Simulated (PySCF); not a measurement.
Vertical excitation energies

Compound: 2-chloro-1-methoxypropane, C4H9ClO.
Atom-mapped SMILES: `[CH3:1][O:2][CH2:3][C@H:4]([CH3:5])[Cl:6]` (hydrogens: H7, H8, H9 on C1; H10, H11 on C3; H12 on C4; H13, H14, H15 on C5)

Computed with TDDFT PBE0/def2-SVPD, vertical, gas phase, core orbitals frozen in the response in PySCF. The structure is a single GFN2-xTB conformer in the gas phase; no vibrational or solvent corrections. Torsions of this conformer, `[CH3:1][O:2][CH2:3][C@H:4]([CH3:5])[Cl:6]`: C1–O2–C3–C4 180°, O2–C3–C4–C5 -65°.

```tsv
state	E (eV)	E (kJ/mol)	λ (nm)	f	|μ| (D)	main configurations (H = HOMO, L = LUMO)
S1	7.07	682	175.4	0.014	0.73	H→L (94%)
S2	7.44	718	166.6	0.0003	0.11	H-1→L (57%), H-1→L+1 (24%), H→L+1 (12%)
S3	7.48	722	165.7	0.0050	0.42	H-2→L (49%), H→L+1 (28%), H-2→L+1 (19%)
S4	7.51	725	165.1	0.0085	0.55	H→L+1 (54%), H-2→L (19%), H-1→L (11%)
S5	7.99	771	155.2	0.013	0.65	H→L+2 (92%)
S6	8.19	791	151.3	0.014	0.67	H→L+3 (45%), H-1→L+1 (18%), H→L+4 (13%)
```

Triplets (Tamm–Dancoff): T1 6.73 eV, H-1→L (55%), H-1→L+1 (30%); T2 6.80 eV, H-2→L (58%), H-2→L+1 (31%).

The lowest singlet comes at 175 nm (682 kJ/mol) in the vacuum ultraviolet; it is weak; its leading configuration is HOMO→LUMO (94%). The largest oscillator strength of a single state is 0.014. Löwdin shares by element: HOMO oxygen 60%, carbon 20% or more, hydrogen 5% or more (atoms not listed hold the other 16%); LUMO carbon 34% or more, chlorine 30% (atoms not listed hold the other 35%). Of the 6 states listed, 3 reach f = 0.01 and 1 stays under 0.0005. The oscillator strengths of these states sum to 0.055; summed over the whole spectrum of an exact calculation they would give the number of electrons, 58 (Thomas–Reiche–Kuhn). Orbital energies (eV): HOMO-3 -9.52, HOMO-2 -8.52, HOMO-1 -8.47, HOMO -7.80, LUMO 0.55, LUMO+1 0.81, LUMO+2 1.19. The window holds the lowest 6 singlets.

Without π bonds the low states may be Rydberg-like; a valence basis with one diffuse set may place them up to an eV too high.
